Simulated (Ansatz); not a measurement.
# C3H6O: basis-set convergence

The task here is to estimate one member of a computed series from the others.

Method: one geometry, several basis sets; program: Ansatz 0.2.0, Gaussian basis.

The runs, in order: PBE0-D4/def2-SVP; ωB97M-V/def2-SVP; PBE0-D4/def2-QZVPP; ωB97M-V/def2-QZVPP; the functionals' def2-TZVPP values are taken from earlier runs.

## Structure used throughout

The geometry comes from an earlier relaxation with PBE0-D4 in a triple-zeta def2 set; it is a stationary point, not always the lowest conformer.

SMILES `OC1CC1`, 10 atoms, charge 0, spin multiplicity 1.

Atoms are counted from 1 here; the program's logs count them from 0.

Bond lengths: O1–C2 1.393 Å, O1–H5 0.961 Å, C2–C3 1.496 Å, C2–C4 1.484 Å, C2–H6 1.088 Å, C3–C4 1.506 Å, C3–H7 1.083 Å, C3–H8 1.083 Å, C4–H9 1.082 Å, C4–H10 1.083 Å. Angles: C2–O1–H5 108.2°, O1–C2–C3 119.4°, O1–C2–C4 116.1°, O1–C2–H6 114.9°, C3–C2–C4 60.7°, C3–C2–H6 117.6°, C4–C2–H6 117.5°, C2–C3–C4 59.2°, C2–C3–H7 118.7°, C2–C3–H8 116.7°, C4–C3–H7 118.9°, C4–C3–H8 116.8°, H7–C3–H8 115.2°, C2–C4–C3 60.0°, C2–C4–H9 118.7°, C2–C4–H10 115.9°, C3–C4–H9 118.9°, C3–C4–H10 116.9° and more.

Geometry (Å):

```
atom    x (Å)    y (Å)    z (Å)
  O1  -0.6208   1.0188  -1.2290
  C2  -0.5429   0.3529  -0.0081
  C3   0.1926  -0.9472   0.0728
  C4   0.7960   0.3154   0.6301
  H5  -1.2550   0.5556  -1.7828
  H6  -1.4061   0.4846   0.6411
  H7  -0.1630  -1.7048   0.7603
  H8   0.6162  -1.3244  -0.8499
  H9   0.8630   0.4343   1.7039
 H10   1.6030   0.7635   0.0646
```

Set-up of the first run:

Input file in.yaml:

```yaml
crystal:
  periodic: [false, false, false]
  atoms:
    - {symbol: O, position_ang: [-0.620773, 1.018753, -1.229033]}
    - {symbol: C, position_ang: [-0.542924, 0.352906, -0.008148]}
    - {symbol: C, position_ang: [0.192628, -0.947185, 0.072764]}
    - {symbol: C, position_ang: [0.796003, 0.315380, 0.630103]}
    - {symbol: H, position_ang: [-1.254950, 0.555639, -1.782825]}
    - {symbol: H, position_ang: [-1.406125, 0.484649, 0.641121]}
    - {symbol: H, position_ang: [-0.162965, -1.704779, 0.760284]}
    - {symbol: H, position_ang: [0.616236, -1.324431, -0.849919]}
    - {symbol: H, position_ang: [0.863018, 0.434349, 1.703886]}
    - {symbol: H, position_ang: [1.602950, 0.763520, 0.064566]}
basis:
  gaussian: {orbitals: def2-SVP}
hamiltonian: {xc: pbe0, dispersion: d4}
output: {orbitals: {seedname: orbitals}}
```

Run with:

```sh
$ ansatz run in.yaml --threads 4 --pin off --events-out ev --progress --plain --max-ram 10444MiB
```

Among the steps run: PBE0-D4 in def2-SVP; ωB97M-V in def2-SVP; PBE0-D4 in def2-QZVPP; ωB97M-V in def2-QZVPP.

One of the session's tables, all rows but one given; the rest of the session is left out.

It belongs to the step «Density functionals: the series». 

```
functional       basis  HOMO (eV)  LUMO (eV)
   PBE0-D4    def2-SVP      -7.40       1.98
   PBE0-D4  def2-TZVPP          ?          ?
   PBE0-D4  def2-QZVPP      -7.59       0.76
   ωB97M-V    def2-SVP      -9.77       3.66
   ωB97M-V  def2-TZVPP      -9.91       2.71
   ωB97M-V  def2-QZVPP      -9.95       1.88
```

Q: Estimate the row for PBE0-D4, def2-TZVPP from the others.

As computed: HOMO (eV): -7.55; LUMO (eV): 1.29. In the column «HOMO (eV)» it lies between PBE0-D4, def2-QZVPP (-7.59) and PBE0-D4, def2-SVP (-7.40).
